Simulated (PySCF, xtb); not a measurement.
nitric oxide (NO), SMILES [N]=O, multiplicity 2.

Harmonic wavenumbers (cm⁻¹) from GFN2-xTB in xtb at its own minimum, in rising order: 1950.

Question: What does PBE-D3(BJ)/def2-TZVPD (PySCF) give at its own minimum? (The exact figures need the calculation; the answer reports its results.)

Answer: 1890. Paired by order, the mean absolute difference is 61 cm⁻¹ and the zero-point energies are 2.8 and 2.7 kcal/mol.
